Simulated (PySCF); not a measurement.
# NO⁺ at RHF-CCSD(T)

Computed with RHF-CCSD(T); basis N 6-31G(d,p), O 6-31G(d,p); no relativity; PySCF 2.14.

```json
{
 "state": "¹Σ⁺ (singlet), closed shell",
 "bond length": "1.088 Å",
 "harmonic wavenumber": "2341 cm⁻¹",
 "force constant": "24.1 mdyn/Å",
 "rotational constant Be": "1.906 cm⁻¹",
 "anharmonicity ωexe": "16.5 cm⁻¹",
 "vibration–rotation constant αe": "0.0181 cm⁻¹",
 "well depth De to N + O⁺": "9.66 eV",
 "dissociation energy D0": "9.52 eV"
}
```

Correlated steps freeze 2 core orbitals. Correlated levels converge slowly with the basis: in double zeta they bind strong bonds too weakly, by up to about 1 eV, and carry superposition errors of some tenths. For an ion De counts to the pair picked by the measured ionisation energies or electron affinities, which need not be the lowest pair at this level. Where the molecule has an RHF reference, its open-shell atoms are computed with UHF.
